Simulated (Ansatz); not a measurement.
# ClHSi: the cost of one run

Program: Ansatz 0.2.0, Gaussian basis. Level of theory: def2-QZVPP, all electrons in the functionals, frozen cores in the correlation of double hybrids and RPA. These are calculated values, not measurements.

Plan: wB97M-V, B2PLYP, at charge 0, triplet; charge 0, singlet; charge 0, quintet; charge 1, doublet; charge 1, quartet.

2 further runs of the same task are left out: 2 set aside as unsound or not needed.

## (1) The geometry

The geometry is a PBE0/def2-TZVP stationary point (not a proven minimum).

3 atoms, charge 0, spin multiplicity 3.

Atoms are counted from 1 here; the program's logs count them from 0.

Bond lengths: Si1–Cl2 2.048 Å, Si1–H3 1.491 Å. Angles: Cl2–Si1–H3 115.5°.

No dispersion term is added; wB97M-V holds VV10 nonlocal correlation.

The geometry shown and the zero of energy belong to the point charge 0, triplet. The yardstick, UCCSD(T), and other wave-function levels (R restricted, U unrestricted, valence and pair active spaces) come from earlier runs.

## (2) wB97M-V, charge 0, triplet

in.yaml reads:

```yaml
crystal:
  periodic: [false, false, false]
  atoms:
    - {symbol: Si, position_ang: [0.000000, -0.097122, 1.110575]}
    - {symbol: Cl, position_ang: [0.000000, 0.042769, -0.932187]}
    - {symbol: H, position_ang: [0.000000, 1.201899, 1.843159]}
basis:
  gaussian: {orbitals: "def2-QZVPP.json"}
magnetization: {spin_polarized: true, initial_magnetization: 2}
hamiltonian: {xc: {name: wB97M-V}}
output: {orbitals: {seedname: orbitals}}
```

The run is started by

```console
$ ansatz run in.yaml --threads 1 --pin off --events-out ev --progress --plain --max-ram 2393MiB
```

What time and memory should one allow on 1 thread of Arm Neoverse V2, shared host?

About 12 s, with a peak of 0.43 GiB.
